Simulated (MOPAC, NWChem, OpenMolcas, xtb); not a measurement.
CH5Al (SMILES [CH3][AlH2]): methods side by side

CH5Al: 7 atoms, total charge 0, spin state singlet. SMILES: `[CH3][AlH2]`. The coordinates come from a PBE0-D4/def2-TZVP relaxation.

Each level gives the dipole moment (D). The values are calculated.

```csv
level,kind,program,value (D),CPU time
AM1,semi-empirical,MOPAC,0.41,under 2 s
GFN2-xTB,semi-empirical,xtb,1.71,under 2 s
GFN0-xTB,semi-empirical,xtb,2.00,under 2 s
GFN1-xTB,semi-empirical,xtb,1.36,under 2 s
HF/STO-3G,Hartree–Fock,OpenMolcas,0.10,1.8 s
HF/3-21G,Hartree–Fock,OpenMolcas,0.61,1.9 s
HF/def-SVP,Hartree–Fock,OpenMolcas,0.67,2.8 s
SOGGA11-X/3-21G,global hybrid,NWChem,0.75,3.4 s
B3LYP/6-31G* (spherical functions),global hybrid,OpenMolcas,0.78,12 s
B3LYP/6-31G* (Cartesian functions),global hybrid,OpenMolcas,0.77,13 s
```

The values span 0.10 to 2.00 D. Magnitudes only: a small dipole may point the other way at some levels. Sets without polarisation functions give poor dipoles. Without the sets that lack polarisation functions the rows with a basis span only 0.67 to 0.78 D. CPU times are rough (shared hosts, several kinds of processor): they show what a rung costs within a factor of a few.
